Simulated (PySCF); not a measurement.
Si(F)4 cation (F4Si), SMILES F[Si](F)(F)F (connectivity only; charge and spin as stated), charge +1, multiplicity 2. Coordinates come from a ωB97X-D3(BJ)/def2-SVP optimisation. The multiplicity is an assumed one; other spin states were not compared. The isomer is the one that the SMILES or the coordinates give; other isomers of the formula were not compared.

Level of theory: ωB97X-D3(BJ)/def2-SVP (PySCF).

Harmonic wavenumbers (cm⁻¹): 184, 269, 271, 285, 395, 470, 756, 1054, 1181. Rotational constants (GHz): 4.711, 4.051, 3.257; symmetry number 2.

Problem. Work out the zero-point energy and the ideal-gas rigid-rotor harmonic-oscillator thermochemistry at 298.15 K and 1 atm.

Solution. ZPE = ½ Σ hcν = ½ × 4864 cm⁻¹ = 6.95 kcal/mol. H − E(el) = 10.98 kcal/mol. Entropy in cal/(mol K): translation 39.84, rotation 24.67, vibration 9.07, spin 1.38, total 74.96. G − E(el) = -11.37 kcal/mol. Cp = 19.03 cal/(mol K).
